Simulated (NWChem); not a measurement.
**How basis sets differ on C2F3N (cyanotrifluoromethane)**

The species is C2F3N (6 atoms), meant as a singlet with charge 0. As SMILES, `N#CC(F)(F)F`. The coordinates come from a PBE0-D4/def2-TZVP relaxation.

Each level gives the dipole moment (D). The values are calculated.

```
                               level                    kind  program  value (D)
                      CAM-B3LYP/MINI  range-separated hybrid   NWChem       1.43
                    CAM-B3LYP/STO-3G  range-separated hybrid   NWChem       1.84
CAM-B3LYP/SBKJC-VDZ (core potential)  range-separated hybrid   NWChem       0.73
                     CAM-B3LYP/3-21G  range-separated hybrid   NWChem       1.05
                     CAM-B3LYP/6-31G  range-separated hybrid   NWChem       0.94
                   CAM-B3LYP/LANL2DZ  range-separated hybrid   NWChem       0.70
                     CAM-B3LYP/MIDI!  range-separated hybrid   NWChem       1.45
               CAM-B3LYP/DGauss-DZVP  range-separated hybrid   NWChem       1.25
```

The values span 0.70 to 1.84 D. Magnitudes only: a small dipole may point the other way at some levels. Sets without polarisation functions give poor dipoles.
